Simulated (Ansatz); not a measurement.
Reaction (SMILES): OO (H2O2) → 2 H atom + 2 O atom
B3LYP-D3(BJ)/def2-TZVP geometries, fixed; electronic energies without zero-point terms.

The atomisation energy at CCSD(T) with Ansatz (a quantum-chemistry and plane-wave program), in kcal/mol, split into its Hartree-Fock and correlation parts. Cores are frozen. Open shells are unrestricted. No added dispersion term, no relativity. Functions are those of the species that has most.

```
basis    X  functions  Hartree-Fock  CCSD(T)
-------  -  ---------  ------------  -------
cc-pVDZ  2         38        126.15   235.51
cc-pVTZ  3         88        133.40   257.88
cc-pVQZ  4        170        133.99   264.24
```

Worked estimate of the basis-set limit from each neighbouring pair, with Hartree-Fock from the larger set and the correlation part extrapolated as X^-3.
Correlation parts: X = 2: 109.36, X = 3: 124.48, X = 4: 130.25.
- (2,3): (27·(124.48) - 8·(109.36))/19 = 130.85; with Hartree-Fock 133.40 the estimate is 264.25 kcal/mol.
- (3,4): (64·(130.25) - 27·(124.48))/37 = 134.46; with Hartree-Fock 133.99 the estimate is 268.45 kcal/mol.
The last two estimates differ by 4.20 kcal/mol; the largest set lies 4.21 from the last. Over the last step Hartree-Fock moves by 0.59 and the correlation part by 5.77.
